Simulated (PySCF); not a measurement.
One entry of a table of gas-phase calculations, keyed by method. Lists by class give the value and the number of equivalent atoms.

```json
{
 "name": "CFCl3",
 "formula": "CCl3F",
 "smiles": "FC(Cl)(Cl)Cl",
 "inchi": "InChI=1S/CCl3F/c2-1(3,4)5",
 "charge": 0,
 "multiplicity": 1,
 "geometry_level": "GFN2-xTB",
 "atoms_angstrom": [
  ["F", 0.06, -0.141, 1.396],
  ["C", 0.005, -0.006, 0.067],
  ["Cl", -0.458, 1.661, -0.313],
  ["Cl", 1.603, -0.371, -0.604],
  ["Cl", -1.201, -1.14, -0.563]
 ],
 "electronic_structure_code": "PySCF",
 "results": {
  "GFN2-xTB geometry": {
   "point_group": "C3v",
   "rotational_constants_GHz": [2.444, 2.444, 1.709]
  },
  "PW91/pcSseg-2 ground state and GIAO shieldings, non-relativistic": {
   "dipole_D": 0.32,
   "homo_eV": -7.81,
   "lumo_eV": -2.49,
   "shielding_C_by_class_ppm": [
    [20.0, 1]
   ],
   "shielding_other_nuclei_by_class_ppm": [
    ["F", 135.9, 1],
    ["Cl", 337.9, 3]
   ]
  }
 }
}
```

Point group C3v permits a dipole; with 0.32 D the species has a pure rotational spectrum. The rotational constants are those of an oblate symmetric top. The dipole matches unit charges of opposite sign 0.07 Å apart (1 e·Å = 4.8032 D). With B = h/(8π²I), that is 505.379 GHz u Å² over I, the principal moments of inertia are 206.7, 206.8 and 295.7 u Å² (most abundant isotopes); the inertial defect Ic − Ia − Ib is -117.8 u Å² (zero for a rigid planar frame, negative otherwise).

The shieldings hold no spin–orbit term; for a carbon that bears several chlorines this term is known to matter.
